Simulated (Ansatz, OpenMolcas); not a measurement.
**Heat of formation of C2H2O (SMILES C#CO) from total energies**

The species is C2H2O (5 atoms), meant as a singlet with charge 0. SMILES: `C#CO`. Geometry: relaxed at PBE0-D4/def2-TZVP.

Total energies at PBE/cc-pVTZ (OpenMolcas 26.06); the atoms run unrestricted:

| species | state | energy (Eh) |
| --- | --- | --- |
| C2H2O | singlet | -152.422639 |
| C | triplet | -37.794923 |
| O | triplet | -75.004909 |
| H | doublet | -0.499619 |

Harmonic wavenumbers at PBE0-D4/def2-TZVP, in cm⁻¹: 409, 453, 549, 649, 1111, 1251, 2304, 3500, 3811.

Measured heats of formation of the gaseous atoms at 298.15 K, in kJ/mol: C 716.9, O 249.2, H 218.0. Spin-orbit lowering of the atoms at 298 K (mean of the ground term's levels less their thermal mean, from spectra), in kJ/mol: C 0.02, O 0.40. Take 1 Eh = 2625.50 kJ/mol, 1 cm⁻¹ = 0.0119627 kJ/mol, RT = 2.479 kJ/mol.

Q: What heat of formation follows?

A: 
1. Electronic atomisation energy: 2 × (-37.794923) + (-75.004909) + 2 × (-0.499619) − (-152.422639) = 0.828646 Eh = 2175.6 kJ/mol.
2. Zero-point energy: half the sum of the wavenumbers, 7018.5 cm⁻¹ = 84.0 kJ/mol.
3. Thermal vibrational enthalpy, Σ hcν̃/(exp(hcν̃/kT) − 1): 2.4 kJ/mol. Translation, rotation and pV of a non-linear molecule: 4 RT = 9.9 kJ/mol.
4. The 5 free atoms carry 5/2 RT each: 31.0 kJ/mol.
5. Spin-orbit coupling lowers the free atoms by 2 × 0.02 + 0.40 = 0.4 kJ/mol.
6. Atomisation enthalpy at 298 K: 2175.6 − 0.4 − 84.0 − 2.4 − 9.9 + 31.0 = 2109.9 kJ/mol.
7. Sum of the atoms' heats of formation: 2119.0 kJ/mol. Heat of formation: 2119.0 − 2109.9 = +9.1 kJ/mol.

The tabulated value is +92.7 kJ/mol (Active Thermochemical Tables), so this level is off by -83.6 kJ/mol, or 4.1 % of the atomisation enthalpy that the table implies (2026.3 kJ/mol). Gradient-corrected functionals often overbind somewhat. Anharmonicity and any spin-orbit splitting of the molecule are left out.
